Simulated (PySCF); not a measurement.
**HF+: bond curves at several levels of theory**

One table from this session's results is given with a row withheld; the runs are named, their logs left out.

Program: PySCF 2.14.0. Level of theory: H pcseg-2, F pcseg-2, no relativity. These are calculated values, not measurements.

Set-up of the first run:

Settings of the job:

* atoms: H, F
* charge: 1
* basis: H pcseg-2, F pcseg-2
* Hamiltonian: no relativity
* basis functions: 44
* electrons treated: 9
* masses in u: 1.0078, 18.9984
* levels: PBE0, PBE, r²SCAN, PBEsol, TPSSh, MN15, CAM-B3LYP, HF, MP2, SCS-MP2, CCSD, CCSD(T)
* grid: 80 radial by 434 angular points
* occupations: held fixed by the projection of orbital angular momentum
* dissociation limit: H+ + F, each in its ground configuration
* starting distance in angstrom: 1.035
* values of 2S to try: 1, 3

Started as:

```bash
> OMP_NUM_THREADS=1 python dia.py task.json out
```

Among the steps run: Set-up; The PBE0 curve of the state that the search chose; PBE (GGA); r²SCAN; PBEsol (GGA); TPSSh (hybrid meta-GGA); MN15; CAM-B3LYP (range-separated hybrid); UHF (mean field); Correlated methods on the Hartree–Fock reference.

One table of the session follows, with a row left open; its other results are not shown here.

It belongs to the step «Constants by level of theory». 

| level | Re (Å) | ωe (cm⁻¹) | De (eV) |
| --- | --- | --- | --- |
| UHF | 0.981 | 3292 | 3.55 |
| UHF-MP2 | ? | ? | ? |
| UHF-SCS-MP2 | 1.000 | 3122 | 3.65 |
| UHF-CCSD | 1.000 | 3126 | 3.66 |
| UHF-CCSD(T) | 1.002 | 3100 | 3.66 |
| PBE | 1.023 | 2899 | 3.65 |
| PBEsol | 1.025 | 2903 | 3.63 |
| r²SCAN | 1.009 | 3015 | 3.67 |
| TPSSh | 1.013 | 3006 | 3.69 |
| PBE0 | 1.007 | 3046 | 3.63 |
| MN15 | 1.009 | 3109 | 3.61 |
| CAM-B3LYP | 1.014 | 2985 | 3.49 |

Q: Estimate the row for UHF-MP2 from the others.

The run gave: Re (Å): 1.000; ωe (cm⁻¹): 3117; De (eV): 3.62.
